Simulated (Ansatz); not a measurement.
**C6H14: one species, many methods**

The task here is to estimate one member of a computed series from the others.

Program: Ansatz 0.2.0, Gaussian basis. Level of theory: functionals in def2-TZVPP, the program's frozen cores in correlated methods. These are calculated values, not measurements.

The runs, in order: PBE-D4, r2SCAN-D4, PBE0-D4, B3LYP-D4, ωB97X-V, ωB97M-V, B2PLYP; CCSD(T)/def2-TZVPP; MP2/def2-QZVPP; extrapolation to the limit.

**The geometry**

An earlier PBE0-D4 in a triple-zeta def2 set relaxation fixed the geometry.

SMILES `CCCC(C)C`, 20 atoms, charge 0, spin multiplicity 1.

Atoms are counted from 1 here; the program's logs count them from 0.

Bond lengths: C1–C2 1.520 Å, C1–H7 1.092 Å, C1–H8 1.093 Å, C1–H9 1.094 Å, C2–C3 1.524 Å, C2–H10 1.095 Å, C2–H11 1.095 Å, C3–C4 1.528 Å, C3–H12 1.098 Å, C3–H13 1.097 Å, C4–C5 1.522 Å, C4–C6 1.522 Å, C4–H14 1.097 Å, C5–H15 1.093 Å, C5–H16 1.093 Å, C5–H17 1.095 Å, C6–H18 1.093 Å, C6–H19 1.092 Å and more. Angles: C2–C1–H7 111.2°, C2–C1–H8 111.9°, C2–C1–H9 111.0°, H7–C1–H8 107.4°, H7–C1–H9 107.7°, H8–C1–H9 107.5°, C1–C2–C3 114.0°, C1–C2–H10 109.6°, C1–C2–H11 109.1°, C3–C2–H10 109.9°, C3–C2–H11 108.3°, H10–C2–H11 105.6°, C2–C3–C4 116.1°, C2–C3–H12 109.0°, C2–C3–H13 108.7°, C4–C3–H12 108.2°, C4–C3–H13 108.4°, H12–C3–H13 106.0° and more.

The first run:

in.yaml

```yaml
crystal:
  periodic: [false, false, false]
  atoms:
    - {symbol: C, position_ang: [-2.277060, 0.673542, -0.175803]}
    - {symbol: C, position_ang: [-1.014761, 1.344097, 0.341581]}
    - {symbol: C, position_ang: [0.263764, 0.862550, -0.333129]}
    - {symbol: C, position_ang: [0.572206, -0.627830, -0.201563]}
    - {symbol: C, position_ang: [1.842575, -0.967525, -0.967584]}
    - {symbol: C, position_ang: [0.690173, -1.064885, 1.251366]}
    - {symbol: H, position_ang: [-3.170467, 1.108393, 0.278156]}
    - {symbol: H, position_ang: [-2.287974, -0.397007, 0.042980]}
    - {symbol: H, position_ang: [-2.366327, 0.787867, -1.260314]}
    - {symbol: H, position_ang: [-0.941058, 1.201098, 1.424728]}
    - {symbol: H, position_ang: [-1.095716, 2.425771, 0.191411]}
    - {symbol: H, position_ang: [1.114476, 1.426435, 0.070709]}
    - {symbol: H, position_ang: [0.214445, 1.112658, -1.400380]}
    - {symbol: H, position_ang: [-0.251341, -1.190097, -0.659280]}
    - {symbol: H, position_ang: [2.059648, -2.038015, -0.925589]}
    - {symbol: H, position_ang: [1.761586, -0.681483, -2.019645]}
    - {symbol: H, position_ang: [2.702398, -0.437586, -0.544806]}
    - {symbol: H, position_ang: [0.946115, -2.125216, 1.321303]}
    - {symbol: H, position_ang: [-0.239608, -0.913375, 1.804006]}
    - {symbol: H, position_ang: [1.476946, -0.499390, 1.761853]}
basis:
  gaussian: {orbitals: def2-TZVPP}
hamiltonian: {xc: pbe, dispersion: d4}
output: {forces: true, orbitals: {seedname: orbitals}}
```

Launch:

```bash
> ansatz run in.yaml --threads 2 --pin off --events-out ev --progress --plain --max-ram 32768MiB --backend cuda --devices 0, --max-vram 18GiB
```

Among the steps run: PBE-D4 (GGA); r2SCAN-D4 (meta-GGA); PBE0-D4 (hybrid); B3LYP-D4 (hybrid); ωB97X-V (range-separated); ωB97M-V (range-separated); B2PLYP (double hybrid); CCSD(T) in def2-TZVPP; MP2 in def2-QZVPP.

One table of the session follows, with a row left open; its other results are not shown here.

| method | atoms, summed (eV) | atomisation energy (kJ/mol) |
| --- | --- | --- |
| PBE-D4 | -6361.218 | 8029.9 |
| r2SCAN-D4 | -6367.369 | 7922.9 |
| PBE0-D4 | -6363.294 | 7961.0 |
| B3LYP-D4 | -6372.554 | 7918.0 |
| ωB97X-V | -6369.816 | 7918.5 |
| ωB97M-V | -6367.352 | 7929.3 |
| B2PLYP | -6365.907 | 7837.4 |
| HF/def2-TZVPP | ? | ? |
| MP2/def2-TZVPP | -6355.189 | 7808.7 |
| CCSD/def2-TZVPP | -6358.521 | 7672.7 |
| CCSD(T)/def2-TZVPP | -6358.852 | 7756.3 |
| MP2/CBS | -6357.042 | 7963.2 |
| CCSD(T)/CBS | -6360.706 | 7910.9 |

Q: Estimate the row for HF/def2-TZVPP from the others.

The run gave: atoms, summed (eV): -6344.395; atomisation energy (kJ/mol): 6041.2. In the column «atoms, summed (eV)» it is the highest.
